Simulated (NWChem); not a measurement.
Atomisation of disilane (H$_{6}$Si$_{2}$)

SMILES: [SiH3][SiH3]
```xyz
8

Si     1.1770     0.0521     0.0000
Si    -1.1770    -0.0521     0.0000
H      1.6628     0.7747     1.2130
H      1.6628     0.7747    -1.2130
H      1.7559    -1.3242     0.0000
H     -1.6628    -0.7747     1.2130
H     -1.6628    -0.7747    -1.2130
H     -1.7559     1.3242     0.0000
```
Charge 0, spin multiplicity 1.

All runs are NWChem calculations. The geometry was optimised at B3LYP/def2-SVP, a minimum by its harmonic frequencies.

Basis set: def2-TZVP. The atomisation energy is electronic alone: no zero-point, thermal, spin-orbit or counterpoise terms. No value is extrapolated to the basis-set limit. Free atoms are single determinants with multiplicities Si 3, H 2. Correlated methods freeze the same cores in atoms and molecule, 10 orbitals in all.

```csv
method,atomisation energy (kcal/mol)
PBE,520.4
M06-2X,529.4
B3LYP,530.5
HF,416.6
MP2,501.4
TPSS,548.7
PBE0,522.8
LC-wPBE (omega 0.3 per bohr),523.0
CCSD(T),513.7
```

The values span 132.1 kcal/mol, from HF (lowest) to TPSS (highest). 

B3LYP has NWChem's definition, with VWN1-RPA local correlation. No SCF solution was tested for a lower state. Open-shell Hartree-Fock references start from PBE0 orbitals. No row is a measurement; the coupled-cluster row has its own basis-set and correlation limits.
